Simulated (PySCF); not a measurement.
## Threshold energies of BN in a plasma

PBE0 in PySCF with def2-TZVP on every atom, for the lowest determinant that a PBE0 search found; no spin–orbit coupling.

| species | state (unpaired electrons) | Re (Å) | ωe (cm⁻¹) | energy of the minimum from the neutral (eV) | De (eV) | dissociates to |
| --- | --- | --- | --- | --- | --- | --- |
| BN | triplet (σ ↑, π ↑) | 1.315 | 1595 | 0.00 | 4.81 | B + N |
| BN⁺ | quartet (σ ↑, π ↑↑) | 1.435 | 1168 | 11.23 | 2.22 | B⁺ + N |

**Question.** Work out the lowest energy to break BN into atoms, from its vibrational ground state.

**Answer.** D0 = De − ωe/2 = 4.81 − 0.10 = 4.71 eV (PBE0/def2-TZVP).

**Question.** Work out the ionisation energy of the B atom at this level and the threshold of dissociative ionisation.

**Answer.** IE(B) = 11.23 + 2.22 − 4.81 = 8.64 eV, so B⁺ + N + e⁻ appears at D0 + IE(B) = 13.35 eV (PBE0/def2-TZVP). The measured IE(B) is 8.298 eV (NIST ASD).

These are thermodynamic thresholds; the onsets seen under electron impact lie higher where the geometry changes, and cross-sections peak well above them.

For an ion De counts to the pair picked by the measured ionisation energies or electron affinities, which need not be the lowest pair at this level. States were picked by a PBE0 search and need not be the measured ground states.
